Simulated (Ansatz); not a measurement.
Crystal: Os2O3, cubic X2O3 (oxygen-deficient fluorite) type, 10 atoms in the cell.

Space group Pn-3m, simple cubic cell, positions in fractions of the edge: Os (0.25 0.25 0.25), (0.75 0.75 0.25), (0.75 0.25 0.75), (0.25 0.75 0.75); O (0.5 0 0), (0 0.5 0), (0 0 0.5), (0.5 0.5 0), (0.5 0 0.5), (0 0.5 0.5).

Computed with PBE, plane waves, PAW datasets (generated hard set) (Ansatz 0.2.0 development build).

Cutoff 700 eV; k-mesh 8×8×8 Γ-centred; Fermi–Dirac smearing of 0.0612 eV; no spin polarisation; no spin–orbit coupling.

The fit to the energies gives V₀ = 10.938 Å³/atom (a₀ = 4.782 Å), B₀ = 276 GPa, B₀′ = 4.74.

**Question.** What pressure does the program print at V = 10.505 Å³/atom, and how far above the lowest computed point (V = 10.942 Å³/atom) does the energy lie?

**Answer.** 12.27 GPa and 15.95 meV/atom. All points:

```
V (Å³/atom)   a (Å)  E − E(min) (meV/atom)  P (GPa)
     10.286  4.6854                  37.62    19.61
     10.505  4.7184                  15.95    12.27
     10.723  4.7509                   3.76     5.72
     10.942  4.7830                   0.00    -0.11
     11.161  4.8147                   3.78    -5.32
     11.380  4.8460                  14.26    -9.95
     11.599  4.8768                  30.73   -14.08
```

The published all-electron PBE values for this crystal (mean of FLEUR and WIEN2k, k-spacing 0.06 Å⁻¹; Bosoni et al., Nat. Rev. Phys. 6, 45 (2024)) are V₀ = 10.941 Å³/atom, B₀ = 275.8 GPa, B₀′ = 4.72. This run's mesh is coarser (spacing 0.16 Å⁻¹), so part of any difference comes from k-sampling.

The stress includes the program's correction for the finite plane-wave basis.

This cubic structure is a model: it isn't the usual form of the substance at ambient conditions, and such phases are metastable or hypothetical. The k-mesh is modest, so these values aren't fully converged in k.
